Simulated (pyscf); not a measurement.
Thermochemistry of product channels of `[NH]=[W]([F])([F])([F])[F]` + `[H]` [doublet] on the doublet surface, in kcal/mol, from ωB97M-D3(BJ)/def2-TZVP energies (ideal gas, 1 atm, RRHO with modes under 100 cm⁻¹ raised to 100, one conformer, R ln 2 for chiral ones without a mode under 150 cm⁻¹). Optimised with ωB97X-D3(BJ)/def2-SVP in PySCF.

```
products                                                     ΔE  ΔH(298 K)  ΔG(900 K)  ΔG(1200 K)
---------------------------------------------------  ----------  ---------  ---------  ----------
`[NH2]` [doublet] + `[F][W]([F])([F])[F]` [singlet]       +26.9      +29.7      +17.0  (withheld)
`[NH][WH]([F])([F])([F])[F]` [doublet]               (withheld)      +22.7      +41.2       +47.7
```

**Question.** Fill in the missing entries.

**Answer.** 
- `[NH2]` [doublet] + `[F][W]([F])([F])[F]` [singlet], ΔG(1200 K): +13.8
- `[NH][WH]([F])([F])([F])[F]` [doublet], ΔE: +19.3

These are energies of the channels, which say nothing of barriers. [HN–WH(F)(F)(F)–F]• lies 79.7 kcal/mol over its isomer [H₂N–W(F)(F)(F)–F]• (electronic energy, ωB97M-D3(BJ)/def2-TZVP). [HN–WH(F)(F)(F)–F]• may be a fragile minimum: a first optimisation, from another start, lost the drawn bonds. Open-shell species with a d-block atom are single-reference here; other states, and whether the spin sits on metal or ligand, were not checked. Elements past Kr carry the def2 core potentials, without spin-orbit coupling.
